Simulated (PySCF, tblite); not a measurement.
**BeH₂Br−, a complex of two parts: NMR shifts, interaction energy, infrared bands, spin-spin couplings and core binding energies**

The task here is to estimate one member of a computed series from the others.

Programs: tblite 0.8.0 and PySCF 2.14.0. All values are calculated, for the isolated system unless a continuum is named. Atoms count from 0, parts from 1.

## Starting point

4 atoms, charge -1, multiplicity 1; geometry: rigid parts in contact. Parts: 1 = atoms 0–2, `[BeH2]`, charge 0; 2 = atom 3, `[Br-]`, charge -1.

Set-up of the first run:

Job settings and geometry (Å):

```
{"job": {"kind": "dock", "xc": "GFN2-xTB", "basis": "xTB"}, "charge": -1, "multiplicity": 1, "parts": [{"atoms": "0-2", "charge": 0, "multiplicity": 1}, {"atoms": "3-3", "charge": -1, "multiplicity": 1}]}
Be     0.000064     0.000019    -0.000073
H     -1.246135     0.227841    -0.178985
H      1.246071    -0.227860     0.179058
Br     0.404553     2.425878    -0.536853
```

With the program's defaults for keys left out, this is: GFN2-xTB search for minima from random contacts, gas phase.

Launch:

```sh
OMP_NUM_THREADS=1 python cluster_run.py task.json out
```

This one command runs all jobs of the session in turn.

Steps of the session up to this table: Docking the parts with GFN2-xTB; Optimising the geometry at PBE0-D3(BJ)/def2-TZVPD; Shielding tensors: PBE0/aug-pcSseg-2; Coupled-cluster interaction energy: CCSD(T) and MP2.

One table of the session follows, with a row left open; its other results are not shown here.

It belongs to the step «Coupled-cluster interaction energy: CCSD(T) and MP2». 

```
                 method  interaction energy (kcal/mol)
         HF/aug-cc-pVDZ                         -43.05
        MP2/aug-cc-pVDZ                         -46.95
       CCSD/aug-cc-pVDZ                              ?
    CCSD(T)/aug-cc-pVDZ                         -46.62
         HF/aug-cc-pVQZ                         -44.36
        MP2/aug-cc-pVQZ                         -50.27
    SCS-MP2/aug-cc-pVQZ                         -48.80
      MP2, extrapolated                         -50.67
CCSD(T), limit estimate                         -50.34
```

Estimate the missing values for CCSD/aug-cc-pVDZ.

**Answer.** interaction energy (kcal/mol): -46.11. In the column «interaction energy (kcal/mol)» it lies between CCSD(T)/aug-cc-pVDZ (-46.62) and HF/aug-cc-pVQZ (-44.36).

To keep in mind: The interaction energy leaves out the deformation of the parts, 15.14 kcal/mol at MP2. So large a deformation means that a part is far from its own minimum, so a sum across the two methods would be rough.
